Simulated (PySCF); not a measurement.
Vertical excitation energies

Compound: C5H10S.
Z-matrix (Å and degrees, GFN2-xTB geometry), rows numbered from 1:
```
C 
C   1  1.3195
C   2  1.4960  1  124.38
C   3  1.5259  2  110.20  1  -117.13
S   4  1.8221  3  113.14  2  -176.61
C   5  1.8150  4  100.10  3   -72.84
H   1  1.0781  2  121.76  3    -0.94
H   1  1.0766  2  122.06  3   179.54
H   2  1.0823  1  120.40  3  -178.95
H   3  1.0915  2  109.69  1     4.20
H   3  1.0936  2  109.77  1   123.24
H   4  1.0908  3  111.20  2    61.89
H   4  1.0898  3  110.65  2   -59.37
H   6  1.0860  5  110.12  4    67.51
H   6  1.0865  5  109.40  4   -54.56
H   6  1.0846  5  106.62  4  -173.50
```

The calculation used PySCF, TDDFT PBE0/def2-SVPD, vertical, gas phase, core orbitals frozen in the response.

| state | E (eV) | E (kJ/mol) | λ (nm) | f | main configurations (H = HOMO, L = LUMO) |
| --- | --- | --- | --- | --- | --- |
| S1 | 5.25 | 507 | 235.9 | 0.0040 | H→L (72%), H→L+1 (19%) |
| S2 | 5.73 | 553 | 216.2 | 0.0070 | H→L+1 (70%), H→L (24%) |
| S3 | 5.96 | 575 | 208.1 | 0.022 | H→L+2 (77%), H→L+3 (13%) |
| S4 | 6.36 | 614 | 194.9 | 0.023 | H→L+3 (78%), H→L+2 (9%) |
| S5 | 6.62 | 638 | 187.4 | 0.029 | H→L+4 (92%) |
| S6 | 6.80 | 656 | 182.4 | 0.0023 | H→L+5 (80%) |

Triplets, Tamm–Dancoff:

```json
{"state": "T1", "E (eV)": "4.43", "λ (nm)": "279.9", "main configurations (H = HOMO, L = LUMO)": "H-1→L (81%)"}
{"state": "T2", "E (eV)": "4.89", "λ (nm)": "253.6", "main configurations (H = HOMO, L = LUMO)": "H→L (48%), H→L+1 (28%)"}
```

The lowest singlet lies at 5.25 eV (236 nm, ultraviolet) and is very weak; its leading configuration is HOMO→LUMO (72%). The most intense listed level is S5 at 6.62 eV (187 nm, f = 0.029), 1.36 eV above S1. Löwdin shares by element: HOMO sulfur 70%, carbon 19% or more; LUMO carbon 59% or more, sulfur 10%, hydrogen 6% or more (atoms not listed hold the other 25%). The oscillator strengths of these states sum to 0.087; summed over the whole spectrum of an exact calculation they would give the number of electrons, 56 (Thomas–Reiche–Kuhn). Weighted by f, the mean energy of these states is 6.25 eV. The listed states span 1.54 eV, and the widest gap between neighbours is 0.48 eV (S1 to S2). The window holds the lowest 6 singlets.

One conformer stands for the species.
